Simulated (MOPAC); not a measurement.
MOPAC input (PM7):

```
PM7 FORCE THERMO(298,298) PRECISE LET UHF MS=0.5 GEO-OK AUX(PRECISION=9) THREADS=1
C3H3

C    -0.19166638 1   -0.02125588 1    0.79219218 1
C     0.05619904 1   -0.67609639 1   -0.38414523 1
C     0.07633997 1    0.69105796 1   -0.44280451 1
H    -0.40761638 1    0.01776064 1    1.80316191 1
H     0.15920795 1   -1.59115228 1   -0.88965188 1
H     0.18607554 1    1.59591195 1   -0.93223608 1
```

Output:

```
 *******************************************************************************
 **                                                                           **
 **                              MOPAC v23.2.5                                **
 **                                                                           **
 *******************************************************************************
 ** MOPAC's Digital Object Identifier: https://doi.org/10.5281/zenodo.6511958 **
 **                                                                           **
 ** Please cite the open-source release paper for use of this MOPAC version:  **
 ** J. E. Moussa and J. J. P. Stewart (2026)                                  **
 ** MOPAC: An open-source semiempirical molecular orbital program             **
 ** J. Open Source Softw., 11(119), 8025, https://doi.org/10.21105/joss.08025 **
 *******************************************************************************

                              PM7 CALCULATION RESULTS

 *******************************************************************************
 *  PM7        - The PM7 Hamiltonian to be used
 *  GEO-OK     - OVERRIDE INTERATOMIC DISTANCE AND OTHER SAFETY CHECKS
 *  UHF        - UNRESTRICTED HARTREE-FOCK CALCULATION
 *  MS=        - IN MECI, MAGNETIC COMPONENT OF SPIN =  0.5
 *  LET        - OVERRIDE SOME SAFETY CHECKS
 *  PRECISE    - TIGHTER CRITERIA TO BE USED
 *  FORCE      - FORCE CALCULATION SPECIFIED
 *  AUX        - OUTPUT AUXILIARY INFORMATION
 *  THERMO     - THERMODYNAMIC QUANTITIES TO BE CALCULATED
 *******************************************************************************
PM7 FORCE THERMO(298,298) PRECISE LET UHF MS=0.5 GEO-OK AUX(PRECISION=9) THREADS=1
 C3H3

   ATOM   CHEMICAL          X               Y               Z
  NUMBER   SYMBOL      (ANGSTROMS)     (ANGSTROMS)     (ANGSTROMS)

     1       C         -0.19166638  *  -0.02125588  *   0.79219218  *
     2       C          0.05619904  *  -0.67609639  *  -0.38414523  *
     3       C          0.07633997  *   0.69105796  *  -0.44280451  *
     4       H         -0.40761638  *   0.01776064  *   1.80316191  *
     5       H          0.15920795  *  -1.59115228  *  -0.88965188  *
     6       H          0.18607554  *   1.59591195  *  -0.93223608  *

          CARTESIAN COORDINATES

    NO.       ATOM           X           Y           Z

     1         C         -0.1917     -0.0213      0.7922
     2         C          0.0562     -0.6761     -0.3841
     3         C          0.0763      0.6911     -0.4428
     4         H         -0.4076      0.0178      1.8032
     5         H          0.1592     -1.5912     -0.8897
     6         H          0.1861      1.5959     -0.9322

 General Reference for PM7:
 "Optimization of Parameters for Semiempirical Methods VI: More Modifications to the
 NDDO Approximations and Re-optimization of Parameters", J. J. P. Stewart, J. Mol. Mod., 1:32, 19 (2013)
 https://link.springer.com/article/10.1007/s00894-012-1667-x

           Empirical Formula: C3 H3  =     6 atoms

      MOLECULAR POINT GROUP   :   C2v

          UHF CALCULATION, NO. OF ALPHA ELECTRONS =    8
[...]
 TRAVEL (Ang.)       0.3409         C 3 -- H 6         +22.8% ( 49.0%)      0.0%
 REDUCED MASS        0.5464         C 1 -- C 2          +7.4% ( 27.9%)      0.5%
 EFFECTIVE MASS      3.0578
 FORCE CONSTANT      0.3631

 VIBRATION          8    2A1         ATOM PAIR     ENERGY CONTRIBUTION    RADIAL
 FREQUENCY          1122.72         C 1 -- C 3         +32.2% ( 96.6%)    100.0%
 TRANSITION DIPOLE   1.6528         C 1 -- C 2         +19.6% ( 75.4%)     11.2%
 TRAVEL (Ang.)       0.1230         C 2 -- C 3         +19.6% ( 75.3%)     11.5%
 REDUCED MASS        3.9713         C 2 -- H 5         +10.6% ( 55.5%)    100.0%
 EFFECTIVE MASS     12.5488
 FORCE CONSTANT      2.9493

 VIBRATION          9    3A1         ATOM PAIR     ENERGY CONTRIBUTION    RADIAL
 FREQUENCY          1887.50         C 2 -- C 3         +28.8% ( 74.8%)     97.3%
 TRANSITION DIPOLE   0.0416         C 1 -- C 2         +28.8% ( 74.8%)     97.3%
 TRAVEL (Ang.)       0.1078         C 1 -- C 3         +19.8% ( 62.1%)    100.0%
 REDUCED MASS        3.0755         C 2 -- H 5         +11.9% ( 48.0%)    100.0%
 EFFECTIVE MASS     11.3751
 FORCE CONSTANT      6.4556

 VIBRATION         10    4A1         ATOM PAIR     ENERGY CONTRIBUTION    RADIAL
 FREQUENCY          2807.76         C 2 -- H 5         +86.4% ( 95.2%)    100.0%
 TRANSITION DIPOLE   1.0894         C 1 -- H 4          +4.5% ( 21.8%)    100.0%
 TRAVEL (Ang.)       0.1767         C 3 -- H 6          +4.5% ( 21.8%)    100.0%
 REDUCED MASS        0.7696         C 1 -- C 2          +2.2% ( 15.3%)     60.4%
 EFFECTIVE MASS      1.5702
 FORCE CONSTANT      3.5745

 VIBRATION         11    4B2         ATOM PAIR     ENERGY CONTRIBUTION    RADIAL
 FREQUENCY          2813.81         C 3 -- H 6         +49.1% ( 71.0%)    100.0%
 TRANSITION DIPOLE   1.7056         C 1 -- H 4         +49.1% ( 71.0%)    100.0%
 TRAVEL (Ang.)       0.2268         C 2 -- C 3          +0.7% (  8.2%)     81.8%
 REDUCED MASS        0.4659         C 1 -- C 2          +0.7% (  8.2%)     82.2%
 EFFECTIVE MASS      1.3380
 FORCE CONSTANT      2.1735

 VIBRATION         12    5A1         ATOM PAIR     ENERGY CONTRIBUTION    RADIAL
 FREQUENCY          2854.35         C 3 -- H 6         +41.3% ( 66.5%)    100.0%
 TRANSITION DIPOLE   0.3602         C 1 -- H 4         +41.3% ( 66.5%)    100.0%
 TRAVEL (Ang.)       0.2418         C 2 -- H 5          +8.3% ( 29.9%)    100.0%
 REDUCED MASS        0.4041         C 1 -- C 3          +3.8% ( 20.1%)    100.0%
 EFFECTIVE MASS      2.0673
 FORCE CONSTANT      1.9396

      SYMMETRY NUMBER FOR POINT-GROUP C2v =  2

          SYSTEM IS A GROUND STATE

 C3H3

          MOLECULE IS NOT LINEAR

          THERE ARE 12 GENUINE VIBRATIONS IN THIS SYSTEM
          THIS THERMODYNAMICS CALCULATION IS LIMITED TO
          MOLECULES WHICH HAVE NO INTERNAL ROTATIONS

                    CALCULATED THERMODYNAMIC PROPERTIES
                                          *
   TEMP. (K)   PARTITION FUNCTION   H.O.F.    ENTHALPY  HEAT CAPACITY ENTROPY
                                   KCAL/MOL   CAL/MOLE    CAL/K/MOL  CAL/K/MOL

 298.00  VIB.     0.1179D+01                   351.5883     4.5114     1.5072
         ROT.     0.3731D+04                   888.2803     2.9808    19.3244
         INT.     0.4399D+04                  1239.8686     7.4922    20.8316
         TRA.     0.2360D+27                  1480.4672     4.9680    36.9133
         TOT.                       94.069    2720.3358    12.4602    57.7449

   *: NOTE: HEATS OF FORMATION ARE RELATIVE TO THE
            ELEMENTS IN THEIR STANDARD STATE AT 298K
              (=  Standard Enthalpy of Formation).

            Hvib:  Zero-point energy is not included.
                   frequencies of less than zero cm-1 are not included.
            Hrot = (3/2)RT
            Htra = (3/2)RT + pV = (5/2)RT

            Heat capacity is Cp, not Cv

          For more information, see: HTTP://OpenMOPAC.net/Manual/thermochemistry.html

           FORCE CONSTANT IN CARTESIAN COORDINATES (Millidynes/A)

    ATOM   CHEMICAL       X               Y               Z
   NUMBER   SYMBOL  FORCE CONSTANT  FORCE CONSTANT  FORCE CONSTANT

      1       C       10.450122        5.712961        0.899412
      2       C       12.881935        6.222024        1.532174
      3       C        3.519787       12.643296        0.899412
      4       H        3.660951        1.268962        0.240153
      5       H        3.261568        1.602665        0.411077
      6       H        0.494702        4.435212        0.240153

 **********************
 *                    *
 * JOB ENDED NORMALLY *
 *                    *
 **********************

 == MOPAC DONE ==
```
